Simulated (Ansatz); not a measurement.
Wavefunction ladder for C$_{2}$H$_{3}$F$_{3}$, SMILES `FCC(F)F`

Z-matrix (Å, degrees):
```
C
C 1 1.507
F 1 1.367 2 110.8
H 1 1.094 2 109.0 3 -120.1
H 1 1.094 2 109.0 3 120.1
F 2 1.353 1 110.7 3 -59.6
F 2 1.353 1 110.7 3 59.6
H 2 1.097 1 110.9 3 180.0
```

The species carries charge 0 and has multiplicity 1. The structure was optimised at the PBE0-D4/def2-TZVP level. It is one conformer, not always the lowest. Frozen core, restricted reference, the Gaussian-basis code of Ansatz. CBS rows extrapolate triple and quadruple zeta.

```csv
basis,HF (Eh),MP2 corr.
def2-TZVPP,-375.95485,-1.07647
def2-QZVPP,-375.97140,-1.17146
```

Question: Estimate the CCSD correlation energy and the (T) correction in each basis where they were run (hartree).

Answer: 
```
     basis  CCSD corr.       (T)
def2-TZVPP    -1.09567  -0.03463
def2-QZVPP    -1.18077  -0.04066
 CBS(def2)    -1.24380  -0.04513
```
